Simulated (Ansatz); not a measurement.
Multireference treatment of Li2O, singlet

Program: Ansatz, Gaussian basis, development build. Basis def2-SVP, nonrelativistic, 3 orbitals frozen in the corrections. State-specific CASSCF; RHF is the lowest restricted (open-shell) Hartree–Fock solution met. A minimal or small basis: far from the basis limit. No symmetry is imposed, so a solution can break that of the shape. Lower solutions, or ones in other orbitals, may exist.

Geometry. A bond is stretched, to 1.66 times the sum of the covalent radii.

```xyz
3

Li    0.0000    0.0000    3.2120
O     0.0000    0.0000    0.0000
Li    0.0000    0.0000   -1.6060
```

Question: What do CASSCF and its corrections give against RHF in CAS(6,6), and what are the occupations?

Answer: CASSCF -3.884 eV, SC-NEVPT2 -6.755 eV; occupations 1.98, 1.98, 1.00, 1.00, 0.02, 0.02.
